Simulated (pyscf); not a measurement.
A first-order saddle from PySCF, ωB97X-D3(BJ)/def2-SVP:

```xyz
7

Cl     1.5094    -0.2293    -0.9884
Si    -0.3243     0.0331    -0.1523
Cl    -0.5349     1.2375     1.4712
Cl    -1.2729     1.1679    -1.6167
H     -1.5434    -1.0399    -0.5286
Cl     0.0110    -1.8766     1.2661
H     -1.1285    -1.5706     0.1335
```
Charge 0, spin multiplicity 1.

Surface: singlet, charge 0. Lowest wavenumbers (cm⁻¹): 1032i, 108, 110, 191, 230.

Task: What reaction is this the transition state of?

Result: Cl–SiH(Cl)–Cl (SMILES Cl[SiH](Cl)Cl) + HCl (SMILES Cl) ⇌ Cl–Si(Cl)(Cl)–Cl (SMILES Cl[Si](Cl)(Cl)Cl) + H₂ (SMILES [H][H]), a four-centre exchange read from left to right: H–Si, Cl–H broken and Cl–Si, H–H formed. At ωB97M-D3(BJ)/def2-TZVP it lies +43.5 kcal/mol from the left side and +60.2 kcal/mol from the right (each side as separated species at their lowest minima found). This is the saddle that the search found; another between the same sides may lie lower.
